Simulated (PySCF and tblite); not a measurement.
Values are calculated unless marked as measured or tabulated.
System: C3H7NS, numbered as in [CH3:1][S:2][N:3]1[CH2:4][CH2:5]1.

For the pyramidal inversion at N3: electronic barrier 10.47 kcal/mol, zero-point change -0.56 kcal/mol, thermal and entropy terms at 298.15 K a further 0.28 kcal/mol (symmetry numbers apart). The minimum is Cs, the saddle Cs. The path came from a restrained scan, a climbing-image band and a saddle search at GFN2-xTB; energies are PBE0/pcSseg-1 + D3(BJ)//B3LYP-D3(BJ)/def2-SVP, thermal terms GFN2-xTB. Rates follow Eyring's equation with the number of equivalent paths and no tunnelling. Run with tblite and PySCF.

How many equivalent paths lead out of the minimum?

1: the symmetry number of the minimum is 1, that of the saddle displaced along its mode 1.

Work out the rate at 298.15 K.

ΔG‡ = 10.19 kcal/mol; k_B T/h = 6.2×10¹² s⁻¹; exp(−ΔG‡/RT) = 3.4×10⁻⁸; times 1 gives k = 2.1×10⁵ s⁻¹. Wigner's tunnelling factor for the 271i cm⁻¹ mode would be 1.07.
